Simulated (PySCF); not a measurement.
## Orbital picture of C₂⁻

PBE0 at R = 1.264 Å; basis C def2-SVPD; no relativity; PySCF 2.14. State: ²Σg⁺ (doublet), unpaired electrons σ ↑. Only the outer orbitals are listed.

```csv
spin,orbital,occ.,ε (eV),main shells (%)
α,σg,1,-13.03,"82 s, 18 p"
α,σu,1,-3.54,"59 s, 41 p"
α,σg,1,-1.33,"66 p, 30 s"
α,πu,1,-0.60,100 p
α,πu,1,-0.60,100 p
α,σg,0,7.62,106 s
α,πg,0,7.86,"70 d, 30 p"
α,πg,0,7.86,"70 d, 30 p"
β,σg,1,-12.14,"83 s, 17 p"
β,σu,1,-1.69,"80 s, 20 p"
β,πu,1,-0.36,99 p
β,πu,1,-0.36,99 p
β,σg,0,2.65,"57 p, 37 s"
β,σg,0,8.18,"97 s, 13 p"
β,πg,0,8.28,"71 d, 29 p"
```

Question: Which are the highest filled and the lowest empty level, where do they sit, and how wide is the gap?

Answer: Highest filled β πu at -0.36 eV (in %: 99 p); lowest empty β σg at 2.65 eV (in %: 57 p, 37 s); the gap at PBE0 is 3.01 eV. An empty level above zero is unbound, and its energy depends on the basis.

* bond order (Mayer): 3.10
* ⟨S²⟩: 0.755
* polarisability along the bond: 67.6 bohr³
* polarisability across the bond: 99.1 bohr³

Shares are Mulliken populations and can fall outside 0 to 100 %.

The state is the lowest determinant that a PBE0 search found; another state may lie lower at other levels.
